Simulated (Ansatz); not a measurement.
# SiH (quartet): the correlation ladder at distance Si1–H2 = 3.276 Å, cc-pVQZ

How much of the correlation energy of SiH (quartet) does each wave-function method recover here?

The runs use Ansatz 0.2.0, Gaussian basis; cc-pVQZ, core rule «outside noble gas», up to 5 orbitals frozen.

To be run: UHF; CCSD(T) on ROHF; CCSD(T) on UHF; BCCD(T) on ROHF; CCSDT(Q) on ROHF; CCSDT(Q) on UHF; CASSCF and MRCISD+Q, 5 electrons in 5 orbitals; CASSCF and NEVPT2, 5 electrons in 5 orbitals.

10 further runs of the same task are left out: 10 that didn't finish. Runs told in other sessions of the task aren't counted.

### Step 1. The geometry

The geometry derives from a PBE0/def2-TZVP stationary point (not a proven minimum). One bond is set to the value named and the two fragments are kept rigid.

2 atoms, charge 0, spin multiplicity 4.

Atoms are counted from 1 here; the program's logs count them from 0.

No contacts short enough for the rule that draws bonds.

### Step 2. UHF

The input, in.yaml:

```yaml
crystal:
  periodic: [false, false, false]
  atoms:
    - {symbol: Si, position_ang: [0.000000, 0.000000, 0.000000]}
    - {symbol: H, position_ang: [0.000000, 0.000000, 3.276000]}
basis:
  gaussian: {orbitals: cc-pVQZ}
magnetization: {spin_polarized: true, initial_magnetization: 3}
hamiltonian: {xc: hf}
output: {orbitals: {seedname: orbitals}}
```

Run with:

```sh
> ansatz run in.yaml --threads 1 --pin off --events-out ev --progress --plain --max-ram 4096MiB --backend cpu
```

The runs that follow: CCSD(T) on ROHF; CCSD(T) on UHF; BCCD(T) on ROHF; CCSDT(Q) on ROHF; CCSDT(Q) on UHF; CASSCF and MRCISD+Q, 5 electrons in 5 orbitals; CASSCF and NEVPT2, 5 electrons in 5 orbitals.

Q: Predict the results of all the runs planned. Wanted: UCCSDT(Q) from the RHF energy; RMP2 from UCCSDT(Q); UMP2 from UCCSDT(Q); RCCSD from UCCSDT(Q); RCCSD(T) from UCCSDT(Q); UCCSD(T) from UCCSDT(Q); RCCSDT(Q) from UCCSDT(Q); NEVPT2 valence from UCCSDT(Q); MRCISD+Q valence from UCCSDT(Q).

As calculated:

```
                         quantity                                                                     value
    UCCSDT(Q) from the ROHF energy                                                                -2.3155 eV
              RMP2 from UCCSDT(Q)                                                                +548.5 meV
              UMP2 from UCCSDT(Q)                                                                +554.6 meV
             RCCSD from UCCSDT(Q)                                                                +106.1 meV
          RCCSD(T) from UCCSDT(Q)                                                                 +22.4 meV
          UCCSD(T) from UCCSDT(Q)                                                                 +21.9 meV
         RCCSDT(Q) from UCCSDT(Q)                                                                  +0.8 meV
    NEVPT2 valence from UCCSDT(Q)                                                                +550.4 meV
  MRCISD+Q valence from UCCSDT(Q)                                                                 +26.0 meV
levels within 1 kcal/mol (43 meV)  RCCSD(T), UCCSD(T), BCCD(T), RCCSDT, UCCSDT, RCCSDT(Q), MRCISD+Q valence
                    T1 diagnostic                                                                     0.022
   effectively unpaired electrons                                                                      3.01
```

What this shows: RCCSD(T) lands +22.4 meV from the yardstick (1.0 % of the correlation energy). One determinant dominates. Of the multireference levels listed MRCISD+Q valence comes nearest in total energy (+26.0 meV), which doesn't show that its space is the better one. These misses are within one basis, not against nature; the frozen cores of restricted and unrestricted runs differ, which can shift their rows.
